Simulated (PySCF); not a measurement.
Simulated outer-valence photoelectron spectrum of thiourea (`NC(N)=S`). Theory: EOM-IP-CCSD/aug-cc-pVDZ in PySCF, restricted Hartree–Fock reference, 8 core orbitals frozen, non-relativistic, gas phase, PBE0-D3(BJ)/def2-SVP geometry.

Each root has a Gaussian of 0.3 eV full width with its one-hole share as area; cross sections and vibrations are left out, and the highest printed point is 100.

| ionisation energy (eV) | intensity |
| --- | --- |
| 7.8 | 0 |
| 8.0 | 14 |
| 8.2 | 100 |
| 8.4 | 94 |
| 8.6 | 12 |
| 8.8 | 0 |
| 9.0 | 0 |
| 9.2 | 0 |
| 9.4 | 0 |
| 9.6 | 0 |
| 9.8 | 0 |
| 10.0 | 0 |
| 10.2 | 10 |
| 10.4 | 63 |
| 10.6 | 33 |
| 10.8 | 1 |
| 11.0 | 0 |
| 11.2 | 0 |
| 11.4 | 0 |
| 11.6 | 0 |
| 11.8 | 0 |
| 12.0 | 0 |
| 12.2 | 0 |
| 12.4 | 4 |
| 12.6 | 51 |
| 12.8 | 49 |
| 13.0 | 4 |
| 13.2 | 0 |
| 13.4 | 0 |
| 13.6 | 0 |
| 13.8 | 0 |
| 14.0 | 18 |
| 14.2 | 66 |
| 14.4 | 21 |
| 14.6 | 1 |
| 14.8 | 0 |
| 15.0 | 0 |
| 15.2 | 0 |
| 15.4 | 0 |
| 15.6 | 0 |
| 15.8 | 0 |
| 16.0 | 0 |
| 16.2 | 3 |
| 16.4 | 46 |
| 16.6 | 55 |
| 16.8 | 5 |
| 17.0 | 0 |
| 17.2 | 0 |
| 17.4 | 0 |
| 17.6 | 1 |
| 17.8 | 29 |
| 18.0 | 59 |
| 18.2 | 10 |
| 18.4 | 3 |
| 18.6 | 42 |
| 18.8 | 56 |
| 19.0 | 6 |

Where are the maxima, and how many lines lie under the curve?

7 maxima, at 8.3, 10.4, 12.7, 14.2, 16.5, 18.0 and 18.7 eV, from 8 lines. At this width some lines have no maximum of their own.

List the lines with their holes.

```
E (eV)  leading hole (HF orbital)  area  Koopmans (eV)
  8.24                       HOMO  0.95           8.76
  8.35                     HOMO-1  0.95           8.78
 10.45                     HOMO-2  0.93          11.93
 12.70                     HOMO-3  0.94          13.85
 14.21                     HOMO-4  0.91          15.85
 16.51                     HOMO-5  0.95          18.04
 17.96                     HOMO-6  0.86          19.96
 18.72                     HOMO-7  0.93          20.53
```

The widest gap, 2.30 eV, lies between 14.21 and 16.51 eV. Only orbitals with −ε under 21 eV, eight at most, were ionised, so the high end of the curve may lack lines.

Conformer computed: `[NH2:1][C:2]([NH2:3])=[S:4]`: H–N1–C2–N3 180°, H–N1–C2–N3 0°, H–N3–C2–N1 -3°, H–N3–C2–N1 -179°.
